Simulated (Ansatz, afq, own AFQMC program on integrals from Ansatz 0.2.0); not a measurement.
## Atomization energy of CH4Cl2OSeSi, singlet

```csv
atom,x (Å),y (Å),z (Å)
C,0.6050,-1.5099,0.0175
O,0.4726,-0.3168,-0.7190
Si,-0.6082,0.8823,-0.4447
Cl,-2.5325,0.1698,-0.5881
Cl,-0.2612,2.2535,-1.9196
Se,-0.4665,1.7742,1.6297
H,1.4665,-2.0630,-0.3820
H,-0.2949,-2.1400,-0.0789
H,0.7792,-1.3064,1.0881
H,0.9232,2.2051,1.4000
```

Atoms in their ground-state spins without spin–orbit coupling (mostly on UHF) minus the molecule (RHF), without zero-point energy. The geometry is a stationary point, not shown to be a minimum.

Basis def2-SVP. Noble-gas cores (and the filled d shells of Ga–Kr and In–Xe) are frozen. Ansatz 0.2.0 and our own AFQMC program on the same integrals; the CISD trial comes from CCSD amplitudes, and released means the phaseless constraint is let go. Uncertainties: one standard error, sampling alone. No spin–orbit coupling. The errors of all members are added in quadrature.

No full CI on the walks' own integrals is used here. The released AFQMC energy serves as the reference, which it does only where one determinant dominates, the energy is flat over the last release times and near the phaseless one (40 meV or 2 meV an electron, half that with transition metals). On small molecules, where full CI could be run and the noise was under 10 meV, such values lay within 10 meV of it in 19 cases of 20, a flattering rate, since the rule was set on those same cases; what remains of the bias isn't in the error bar. Each member takes its own surest rung, up to full CI.

Errors are counted within def2-SVP, not against nature.

Cautions: inner d shell frozen; no relativity below Rb; no spin-orbit coupling; CH₄Cl₂OSeSi (singlet): the released value is read at 0.63 1/Eh with a noise of 21 meV, more than in the cases checked, later times being too noisy (meV from the phaseless value at times in 1/Eh: -5 ± 11 at 0.21, -31 ± 17 at 0.42, -28 ± 21 at 0.63, -14 ± 24 at 0.90).

| level | atomization energy (kJ/mol) |
| --- | --- |
| HF | 2513.8 |
| MP2 | 3330.3 |

From these cheaper values, estimate the atomization energy at the reference level in def2-SVP.

3266.0 ± 2.0 kJ/mol (AFQMC with the constraint released in def2-SVP).

```csv
level,atomization energy (kJ/mol),error against released AFQMC (kJ/mol)
CCSD,3218.0,-48.1 ± 2.0
CCSD(T),3260.2,-5.9 ± 2.0
ph-AFQMC/CISD,3264.7 ± 1.1,-1.4 ± 2.3
```

Correlation beyond CCSD(T) adds 5.9 ± 2.0 kJ/mol. The perturbative (T) step is worth +42.2 kJ/mol.

Released energies are given only where the last usable release times agree within the noise; a slower fall can still hide under it.
